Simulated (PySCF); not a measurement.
## AlN: from constants to spectrum

UHF-CCSD(T) constants of AlN, ³Σ⁻ (triplet), unpaired electrons π ↑↑ (Al def2-SVPD, N def2-SVPD; no relativity (PySCF 2.14); masses 26.9815 and 14.0031 u):

* ωe: 603.9 cm⁻¹
* ωexe: 3.99 cm⁻¹
* Be: 0.47805 cm⁻¹
* αe: 0.00469 cm⁻¹
* D (centrifugal): 1.2e-06 cm⁻¹
* De to Al + N: 2.17 eV

Task: Give the vibrational terms G(v) and spacings up to v = 6.

Result: G(v) = ωe(v+½) − ωexe(v+½)².

| v | G(v) (cm⁻¹) | G(v) − G(v−1) | Bv (cm⁻¹) |
| --- | --- | --- | --- |
| 0 | 301.0 |  | 0.4757 |
| 1 | 896.9 | 595.9 | 0.4710 |
| 2 | 1484.8 | 587.9 | 0.4663 |
| 3 | 2064.8 | 580.0 | 0.4616 |
| 4 | 2636.8 | 572.0 | 0.4569 |
| 5 | 3200.8 | 564.0 | 0.4523 |
| 6 | 3756.8 | 556.0 | 0.4476 |

Task: How well does the Morse estimate ωe²/(4ωexe) reproduce De, and what is D0?

Result: It gives 2.83 eV, 131 % of the computed De. D0 = De − G(0) = 2.17 − 0.04 = 2.13 eV.

Correlated steps freeze 6 core orbitals. Correlated levels converge slowly with the basis: in double zeta they bind strong bonds too weakly, by up to about 1 eV, and carry superposition errors of some tenths. The state is the lowest determinant that a PBE0 search found; another state may lie lower at other levels.
